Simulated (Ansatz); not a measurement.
Consider the formal exchange of groups at a C–O bond: `COC(F)CCl` + CH₄ → `CC(F)CCl` + CH₃OH.

Calculated with Ansatz (gas phase, PBE0-D4/def2-TZVP geometries, no zero-point term in ΔE). CBS: MP2 limit from def2 TZ/QZ plus the TZ coupled-cluster correction, frozen cores. This one scheme is used for every species. Functionals use def2-TZVPP. B3LYP here is the variant with VWN-RPA as its local correlation; programs differ in this. One conformer a species, not always the lowest.

**Question.** Is it downhill or uphill in electronic energy at CCSD(T)/CBS, and by how much? (Estimate.)

**Answer.** Computed: Uphill: ΔE = +0.03 eV.

**Question.** What do these levels give: PBE-D4, B3LYP-D4, ωB97X-V, PBE, B3LYP, CCSD/def2-TZVPP? (Estimate.)

**Answer.** The calculation gave: PBE-D4 0.10, B3LYP-D4 0.11, ωB97X-V 0.10, PBE 0.09, B3LYP 0.10, CCSD/def2-TZVPP 0.06 eV.

Largest T1 diagnostic among the species: 0.011.
